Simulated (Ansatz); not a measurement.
**BH₂− (singlet): B3LYP, wB97X-V, wB97M-V over a scan of the angle H2–B1–H3, 6-31++G****

Aim: run BH₂− (singlet) with these functionals over a scan of the angle H2–B1–H3, and hold them against the top wave-function level at the same points.

Program: Ansatz 0.2.0, Gaussian basis. Level of theory: 6-31++G**, all electrons in the functionals. These are calculated values, not measurements.

Plan: B3LYP, wB97X-V, wB97M-V, at 67.4°; 91.4°; 102.0°; 108.6°; 118.9°; 144.0°; 154.6°; 180.0°.

7 further runs of the same task are left out: 5 that didn't finish, 2 set aside as unsound or not needed.

### 1 What is computed

The geometry derives from a PBE0/def2-TZVPD stationary point (not a proven minimum). One angle is set to the value named; bond lengths are kept.

3 atoms, charge -1, spin multiplicity 1.

Atoms are counted from 1 here; the program's logs count them from 0.

Bond lengths: B1–H2 1.247 Å, B1–H3 1.247 Å. Angles: H2–B1–H3 102.0°.

No dispersion term is added; wB97X-V, wB97M-V hold VV10 nonlocal correlation. B3LYP takes the VWN-RPA correlation.

The geometry shown and the zero of energy belong to the point 102.0°. The yardstick, FCI, and other wave-function levels (R restricted, U unrestricted, valence and pair active spaces) come from earlier runs.

### 2 B3LYP, 67.4°

in.yaml reads:

```yaml
crystal:
  periodic: [false, false, false]
  atoms:
    - {symbol: B, position_ang: [0.000000, -0.163061, 0.000000]}
    - {symbol: H, position_ang: [0.000000, 0.874484, -0.691957]}
    - {symbol: H, position_ang: [0.000000, 0.874484, 0.691957]}
basis:
  gaussian: {orbitals: "6-31++G**"}
total_charge: -1
magnetization: {spin_polarized: true, initial_magnetization: 0}
hamiltonian: {xc: {name: B3LYP}}
```

Started as:

```console
ansatz run in.yaml --threads 1 --pin off --events-out ev --progress --plain --max-ram 2393MiB
```

The runs that follow: B3LYP, 91.4°; B3LYP, 102.0°; B3LYP, 108.6°; B3LYP, 118.9°; B3LYP, 144.0°; B3LYP, 154.6°; B3LYP, 180.0°; wB97X-V, 67.4°; wB97X-V, 91.4°; wB97X-V, 102.0°; wB97X-V, 108.6°; wB97X-V, 118.9°; wB97X-V, 144.0°; wB97X-V, 154.6°; wB97X-V, 180.0°; wB97M-V, 67.4°; wB97M-V, 91.4°; wB97M-V, 102.0°; wB97M-V, 108.6°; wB97M-V, 118.9°; wB97M-V, 144.0°; wB97M-V, 154.6°; wB97M-V, 180.0°.

**Question.** What will the summary of the whole plan be? Wanted: span of the FCI curve; largest miss, B3LYP; largest miss, wB97X-V; largest miss, wB97M-V.

The runs gave:

```
             quantity               value
span of the FCI curve            1.021 eV
  largest miss, B3LYP  -0.080 eV (118.9°)
largest miss, wB97X-V  -0.038 eV (118.9°)
largest miss, wB97M-V   -0.067 eV (67.4°)
```

What this shows: Of the functionals, wB97X-V keep the smallest largest miss at the points compared (at most 0.038 eV) and B3LYP strays most (0.080 eV, at 118.9°). B3LYP, wB97X-V, wB97M-V clearly break the spin symmetry at some points (⟨S²⟩ up to 1.00 above the pure value), so energy there is bought with a mixed spin. Functionals and the yardstick converge differently with the basis, so part of each miss in 6-31++G** is the basis.
